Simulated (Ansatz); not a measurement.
**Other spins and charges of HN–SH, doublet at one geometry**

Geometry (PBE0/def2-TZVP stationary point for this spin, not checked as a minimum):

```yaml
atoms:
  - { symbol: N, position_ang: [0.0000, -0.1878, 1.0997] }
  - { symbol: S, position_ang: [0.0000, 0.0962, -0.5000] }
  - { symbol: H, position_ang: [0.0000, 0.7404, 1.5312] }
  - { symbol: H, position_ang: [0.0000, -1.1895, -0.9067] }
```

Basis cc-pVDZ; Ansatz 0.2.0. Only valence electrons are correlated (noble-gas cores frozen). R marks a restricted (for open shells ROHF) determinant, U an unrestricted one. Active spaces: valence = (13e, 10o) chosen from the atoms' valence shells.

Gaps are energies of the second state less the first, at fixed atoms, for a selection of the levels run; each method lands on the state that its own search finds for that charge and spin.

Unrestricted rows (U, and Kohn–Sham where it breaks symmetry) aren't spin-pure: their determinants' ⟨S²⟩ exceeds S(S+1) by up to 0.59, so they mix in states of higher spin. For open shells CISD is restricted-active-space CI with the open shells as a complete middle space. A value is left out where its run failed or describes another state than the reference as far as symmetry and spin tell, or, spin-broken singlets apart, can't be checked.

Removing an electron, to the triplet: 10.141 eV at UCCSDT(Q).

| level | gap (eV) | error (meV) |
| --- | --- | --- |
| RHF | 9.763 | -378 |
| RMP2 | 10.257 | 116 |
| UMP2 | 10.270 | 129 |
| UCCSD(T) | 10.153 | 12 |
| RCCSDT | 10.144 | 3 |
| RCCSDT(Q) | 10.143 | 2 |
| PBE | 10.319 | 178 |
| r2SCAN | 10.417 | 276 |
| B3LYP | 10.461 | 320 |
| B2PLYP | 10.326 | 185 |

Removing an electron, to the singlet: 8.183 eV at UCCSDT(Q).

Large singles or doubles amplitudes warn of static correlation in the HN–SH⁺ singlet.

```csv
level,gap (eV),error (meV),⟨S²⟩ where 0.1 over S(S+1) (first / second)
RHF,8.743,560,– / –
UHF,8.495,312,– / 0.59
RMP2,8.231,48,– / –
UMP2,8.963,780,– / 0.59
CISD,8.461,278,– / –
RCCSD,8.365,182,– / –
UCCSD,8.407,224,– / 0.59
RCCSD(T),8.201,18,– / –
UCCSD(T),8.271,88,– / 0.59
BCCD(T),8.211,28,– / –
RCCSDT,8.212,29,– / –
UCCSDT,8.217,34,– / 0.59
RCCSDT(Q),8.186,3,– / –
CASSCF (valence space),7.141,-1042,– / –
NEVPT2 (valence space),8.019,-164,– / –
MRCISD (valence space),8.027,-156,– / –
MRCISD+Q (valence space),8.159,-24,– / –
MRCISD+Q(relaxed) (valence space),8.166,-17,– / –
PBE,8.646,463,– / –
r2SCAN,8.946,763,– / –
PBE0,8.952,769,– / –
B3LYP,8.857,674,– / –
wB97M-V,8.726,543,– / –
B2PLYP,8.712,529,– / 0.17
RPA-PBE,8.269,86,– / –
```

Quartet less doublet: 5.937 eV at UCCSDT(Q).

| level | gap (eV) | error (meV) |
| --- | --- | --- |
| RHF | 6.107 | 170 |
| UHF | 5.889 | -48 |
| RMP2 | 5.971 | 34 |
| UMP2 | 6.071 | 134 |
| CISD | 6.017 | 80 |
| RCCSD | 6.037 | 100 |
| UCCSD | 6.026 | 89 |
| RCCSD(T) | 5.967 | 30 |
| UCCSD(T) | 5.967 | 30 |
| BCCD(T) | 5.965 | 28 |
| RCCSDT | 5.949 | 12 |
| UCCSDT | 5.948 | 11 |
| RCCSDT(Q) | 5.940 | 3 |
| CASSCF (valence space) | 6.267 | 330 |
| NEVPT2 (valence space) | 6.074 | 137 |
| MRCISD (valence space) | 6.056 | 119 |
| MRCISD+Q (valence space) | 5.988 | 51 |
| MRCISD+Q(relaxed) (valence space) | 5.966 | 29 |
| PBE | 5.586 | -351 |
| r2SCAN | 5.684 | -253 |
| PBE0 | 5.790 | -147 |
| B3LYP | 5.791 | -146 |
| r2SCANh | 5.731 | -206 |
| wB97M-V | 6.042 | 105 |
| B2PLYP | 5.882 | -55 |
| RPA-PBE | 5.855 | -82 |

In so small a basis the reference is far from its limit while semilocal and hybrid functionals are nearer theirs (RPA and double hybrids share much of the reference's basis error), so the functionals' errors here hold much of the reference's basis and frozen-core error, which can add to them or hide them.

Full CI isn't at hand for all of this; UCCSDT(Q) serves as the reference, and is uncertain by about the last step of the cluster series. The frozen core follows each run's orbitals, which can shift R against U totals by a few meV.
